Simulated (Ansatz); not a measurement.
## HAlGa, quartet: reading a ladder of total energies

Geometry: that of the HAlGa, doublet, kept fixed. The doublet lies 0.8 eV lower here.

```yaml
atoms:
  - { symbol: Al, position_ang: [0.0000, 0.0000, 0.3496] }
  - { symbol: Ga, position_ang: [0.0000, 0.0000, -2.3209] }
  - { symbol: H, position_ang: [0.0000, 0.0000, 1.9714] }
```

Basis 6-31G (Cartesian d functions); Ansatz 0.2.0. Correlated methods freeze the noble-gas cores and the filled d shells of p-block atoms, which leaves 7 electrons in 25 orbitals. R marks a restricted (for open shells ROHF) determinant. No spin–orbit coupling is included, and no scalar relativity.

Full CI is exact within this basis and frozen core; it isn't the basis-set limit.

Runs differ by some tens of microhartree through their thresholds and, for an open shell, their frozen cores, so steps under 0.03 kcal/mol mean nothing.

| level | total energy (hartree) |
| --- | --- |
| RHF | -2165.305380 |
| RMP2 | -2165.366635 |
| RCCSD | -2165.388135 |
| RCCSD(T) | -2165.390638 |
| RCCSDT | -2165.391663 |
| RCCSDT(Q) | -2165.391982 |
| full CI | -2165.392148 |

Q: What is the correlation energy at full CI, and what share of it do RMP2 and RCCSDT(Q) recover?

A: E(corr) = -2165.392148 − (-2165.305380) = -0.086768 hartree = -2.361 eV. RMP2: -0.061255 / -0.086768 = 70.60 %. RCCSDT(Q): -0.086602 / -0.086768 = 99.81 %.

Q: By how many kcal/mol does RCCSD(T) miss full CI (1 hartree = 627.509 kcal/mol), and which steps make up the rest?

A: -2165.390638 − (-2165.392148) = 0.001510 hartree = 0.95 kcal/mol. Steps: RCCSDT − RCCSD(T) = -0.64, RCCSDT(Q) − RCCSDT = -0.20, full CI − RCCSDT(Q) = -0.10 kcal/mol. Differences between like states or geometries often cancel part of this.
